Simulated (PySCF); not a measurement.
The numbers are results of B3LYP-D3(BJ)/def2-TZVP (PySCF), not measurements. All species are isolated molecules in the gas phase. One relaxed conformer stands for a flexible species; it need not be the lowest. B3LYP has the VWN-RPA correlation part, as in Gaussian. Excitations are Tamm–Dancoff values on a coarser integration grid. The basis has no diffuse functions, so Rydberg states are missing or too high.

Reference species (SMILES): `C=CC` (neutral, multiplicity 1).

```yaml
HOMO: -7.15 eV
T1 excitation (TDA): 4.49 eV
brightest of the four lowest singlets (TDA): 7.97 eV
```

Changed species: `C(F)CC=C` (C–C–C–C torsion 116°, C–C–C–F torsion 176°) (X = fluoromethyl; the reference has X = H).

Question: Give the shifts of the HOMO, T1 excitation (TDA) and brightest of the four lowest singlets (TDA).

Answer: the HOMO falls by 0.37 eV, to -7.52 eV; the T1 excitation (TDA) decreases by 0.02 eV, to 4.47 eV; the brightest of the four lowest singlets (TDA) falls by 0.35 eV, to 7.62 eV.
